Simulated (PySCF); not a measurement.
Some computed properties have been withheld. Give your best values.

C4H5P.
Bonds: C1–C2, C2–C3 (double), C3–P4, P4–C5, C1–C5 (double). Hydrogens: H6 on C1; H7 on C2; H8 on C3; H9 on P4; H10 on C5.

```tsv
property	level	value
point group	PBE0-D3(BJ)/def2-SVP	Cs
rotational constants A, B, C	PBE0-D3(BJ)/def2-SVP	?
dipole moment	B3LYP/def2-SVPD	?
HOMO energy	B3LYP/def2-SVPD	-6.60 eV
LUMO energy	B3LYP/def2-SVPD	-1.44 eV
lowest singlet excitation	TDDFT B3LYP/def2-SVPD	?
strongest line among the 10 lowest singlet transitions	TDDFT B3LYP/def2-SVPD	?
lowest triplet excitation (Tamm–Dancoff)	TDA B3LYP/def2-SVPD	?
static isotropic polarisability	B3LYP/def2-SVPD	?
vertical ionisation energy	ΔSCF B3LYP/def2-SVPD	8.79 eV
electronic spatial extent ⟨r²⟩ about the centre of nuclear charge	B3LYP/def2-SVPD	?
13C chemical shifts (computed TMS as zero) by class	GIAO KT3/pcSseg-2	138.0 (C1/C2), 129.8 (C3/C5) ppm
1H chemical shifts (computed TMS as zero) by class	GIAO KT3/pcSseg-2	7.38 (H6/H7), 6.90 (H8/H10), 5.37 (H9) ppm
isotropic shieldings of nuclei other than C and H, by class	GIAO KT3/pcSseg-2	385 (P4) ppm
core binding energies	ΔSCF SCAN, pcX-2 on the ionised atom, pcseg-1 elsewhere, spin-free X2C, 2p3/2 from a spin–orbit splitting computed afterwards within the 2p shell	P2p3/2 136.6 (P4), C1s 290.0 (C3/C5), C1s 290.4 (C1/C2), P1s 2150.2 (P4) eV
```

Electronic properties: PySCF, gas phase, density fitting. Isolated species at its PBE0-D3(BJ)/def2-SVP geometry, gas phase.

Q: Give the electronic spatial extent ⟨r²⟩ about the centre of nuclear charge.

A: 429 bohr².

Q: What is the dipole moment?

A: 0.73 D.

Q: The lowest triplet excitation (Tamm–Dancoff)?

A: 3.04 eV.

Q: What is the strongest line among the 10 lowest singlet transitions?

A: S2 at 4.95 eV (250 nm, f = 0.099).

Q: The static isotropic polarisability?

A: 69.9 au.

Q: Give the rotational constants A, B, C.

A: 7.360, 5.059, 3.065 GHz.

Q: The lowest singlet excitation?

A: 4.66 eV (266 nm, f = 0.040).

With B = h/(8π²I), that is 505.379 GHz u Å² over I, the principal moments of inertia are 68.7, 99.9 and 164.9 u Å² (most abundant isotopes); the inertial defect Ic − Ia − Ib is -3.7 u Å² (zero for a rigid planar frame, negative otherwise). The principal polarisabilities are 49.1, 73.6 and 87.1 au; their mean is the isotropic value. The largest Löwdin shares of the LUMO are 0.18 on C3, 0.18 on C5 and 0.16 on P4. The polarisability is 10.36 Å³ as a volume (1 au = 0.148185 Å³), or 1.59 au for each of the 44 electrons. No computed singlet falls in the visible range (750 to 380 nm, 1.65 to 3.26 eV); S1 lies 1.40 eV above its blue end. The vertical singlet–triplet gap S1 − T1 is 1.62 eV (TDDFT singlet less Tamm–Dancoff triplet; S1: HOMO→LUMO, weight 0.95; T1: HOMO→LUMO, weight 0.97).
